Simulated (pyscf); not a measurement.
Structures and frequencies: ωB97X-D3(BJ)/def2-SVP in PySCF. Correlated levels are frozen-core, on RHF or UHF. ΔMP2 is the change of the MP2 total energy from the triple- to the quadruple-zeta basis.

Problem. For the elementary gas-phase step `[CH3][BH][Cl]` → `[B][Cl]` [singlet] + `[CH4]` (singlet surface; B–C, B–H broken, C–H formed), what barrier and reaction energy does CCSD(T)/def2-TZVPP + ΔMP2(QZVPP) give, measured from the reactant's lowest minimum found?

Solution. ΔE‡ = 4.38 eV, ΔE = +2.69 eV. Zero-point energy shifts the barrier by -0.11 eV. It is a 1,1-elimination, with an imaginary mode of 1428i cm⁻¹. This is the saddle that the search found; another between the same sides may lie lower. The CCSD(T) − MP2 part came from Ansatz, without density fitting, on the same reference.
